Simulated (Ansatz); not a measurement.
Geometry optimisation, Ansatz, RKS BHLYP/def2-SVP.

Input file:

```yaml
crystal:
  periodic: [false, false, false]
  atoms:
    - { symbol: O, position_ang: [1.0641, -1.8625, 1.1583] }
    - { symbol: C, position_ang: [0.4184, -0.9473, 0.6268] }
    - { symbol: C, position_ang: [-0.2125, 0.0389, 0.0073] }
    - { symbol: O, position_ang: [-1.4224, 0.2978, 0.2758] }
    - { symbol: O, position_ang: [0.4882, 0.8234, -0.8949] }
    - { symbol: H, position_ang: [-1.7083, 1.0684, -0.2861] }
    - { symbol: H, position_ang: [1.4338, 0.5132, -0.9329] }
basis:
  gaussian: { orbitals: def2-SVP }
hamiltonian:
  xc: { name: BHLYP }
relax:
  f_tol: 0.015
  max_steps: 40
output:
  orbitals: {}
```

Command:

```bash
$ ansatz run input.yaml --threads 1 --pin off --max-ram 2048MiB --backend cpu --events-out ev --progress --plain --runs-dir out
```

Question: Where does it end, and by what steps?

Answer: The run converged. After 22 steps the energy has fallen by 0.816 eV; H7 moved furthest, 0.76 Å.

| step | energy less start (eV) | largest force component (eV/Å) | accepted |
| --- | --- | --- | --- |
| 0 | 0.0000 | 5.473 | yes |
| 1 | -0.4950 | 1.945 | yes |
| 2 | -0.5512 | 0.322 | yes |
| 3 | -0.5578 | 0.123 | yes |
| 4 | -0.5602 | 0.074 | yes |
| 5 | -0.5609 | 0.049 | yes |
| 6 | -0.5617 | 0.143 | yes |
| 7 | -0.5668 | 0.197 | yes |
| 8 | -0.5700 | 0.195 | yes |
| 9 | -0.5786 | 0.697 | yes |
| 10 | -0.5793 | 0.854 | yes |
| 11 | -0.5944 | 0.706 | yes |
| 12 | -0.6325 | 0.625 | yes |
| 13 | -0.6719 | 0.655 | yes |
| 14 | -0.7206 | 0.908 | yes |
| 15 | -0.6850 | 1.800 | no |
| 16 | -0.7404 | 0.461 | yes |
| 17 | -0.7756 | 0.292 | yes |
| 18 | -0.8034 | 0.225 | yes |
| 19 | -0.8127 | 0.228 | yes |
| 20 | -0.8149 | 0.223 | yes |
| 21 | -0.8159 | 0.021 | yes |
| 22 | -0.8159 | 0.003 | yes |

```xyz
7
Properties=species:S:1:pos:R:3
O 0.772 -1.837 1.397
C 0.380 -1.029 0.669
C -0.066 -0.102 -0.157
O -1.372 0.267 -0.116
O 0.722 0.326 -1.178
H -1.459 1.118 0.313
H 1.084 1.188 -0.974
```

Whether the end is a true minimum wasn't checked by a vibrational analysis.

Run time: 110 s on 1 thread of Arm Neoverse N1 (shared host), peak memory 0.15 GiB.
